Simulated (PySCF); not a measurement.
AlF3, SMILES [F][Al]([F])[F].

Geometry: TPSSh-D3(BJ)/def2-TZVP. The isomer is the one that the SMILES or the coordinates give; other isomers of the formula were not compared.

Calculation: PySCF with C-PCM-M06-2X/def2-SVP.

The values are the electrostatic part of the solvation free energy, E(continuum) − E(gas) at the gas-phase geometry, in a cavity of scaled van der Waals radii (PySCF's table); cavitation and dispersion terms are not included. A continuum can't describe solvent molecules that bind to the metal. In vacuum the orbital gap is 12.76 eV. The dipole moment in vacuum is 0.00 D.

| solvent | ε | ΔG(elec) (kcal/mol) | dipole (D) | gap (eV) |
|---|---|---|---|---|
| water | 78.36 | -9.1 | 0.00 | 13.15 |
| n-hexane | 1.88 | ___ | ___ | ___ |
| ethylethanoate | 5.99 | -7.6 | 0.00 | 13.08 |

Complete the blanks. (The exact figures need the calculation; the answer reports its results.)


- n-hexane, ΔG(elec) (kcal/mol): -4.2
- n-hexane, dipole (D): 0.00
- n-hexane, gap (eV): 12.94
